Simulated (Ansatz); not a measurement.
## H₂Ge–B, sextet in cc-pVDZ: errors against RCCSDTQ

Geometry: that of the H2Ge–B, quartet, kept fixed. The doublet lies 6.8 eV lower here.

| atom | x (Å) | y (Å) | z (Å) |
| --- | --- | --- | --- |
| Ge | 0.0000 | 0.0000 | 0.2232 |
| B | 0.0000 | 0.0000 | -1.7074 |
| H | 0.0000 | 1.2593 | 1.1123 |
| H | 0.0000 | -1.2593 | 1.1123 |

Basis cc-pVDZ; Ansatz 0.2.0. Only valence electrons are correlated (noble-gas cores and the filled d shells of p-block atoms frozen), which leaves 9 electrons in 36 orbitals. R marks a restricted (for open shells ROHF) determinant, U an unrestricted one. Active spaces: valence = (9e, 10o) chosen from the atoms' valence shells. No spin–orbit coupling is included, and no scalar relativity.

Full CI isn't at hand for all of this; RCCSDTQ serves as the reference, and is uncertain by about the last step of the cluster series. The frozen core follows each run's orbitals, which can shift R against U totals by a few meV for light atoms and by up to 0.1 eV past Ca.

The UHF ⟨S²⟩ is 8.757, the T1 diagnostic (RCCSD) is 0.0310 and the largest doubles amplitude (RCCSD) is 0.064.

```
                   level  E − E(RCCSDTQ) (meV)  share of correlation (%)  wall time
                     RHF                  3578                      0.00          –
                    RMP2                   939                     73.75          –
                   RCCSD                   130                     96.36          –
                RCCSD(T)                    36                     98.99      6.5 s
                 BCCD(T)                    36                     98.99      6.5 s
                  RCCSDT                     4                     99.88          –
               RCCSDT(Q)                     1                     99.98       18 s
  CASSCF (valence space)                  2343                     34.52          –
  NEVPT2 (valence space)                   689                     80.75      7.5 s
  MRCISD (valence space)                   141                     96.05          –
MRCISD+Q (valence space)                    29                     99.18        9 s
```

The correlation energy at RCCSDTQ, counted from RHF, is -3.578 eV. That run took 32 s on 2 threads of AMD EPYC 7R13 with a shared H100 80 GB, shared host.

Run but not shown, since their state or frozen core can't be matched to the reference's or they repeat it: UHF, UMP2, UCCSD, UCCSD(T), UCCSDT, UCCSDT(Q).

Times hold each run's SCF and search for its determinant on a shared host, so for small cases they say little of a method's own cost; they ran on 1 thread of AMD EPYC 7R13.

Natural occupations of CASSCF (valence space) about the gap: 1.970 1.946 1.011 1.002 0.999 0.998 0.997 0.045 0.022 0.009; effectively unpaired electrons, Σ n²(2−n)², 5.02.
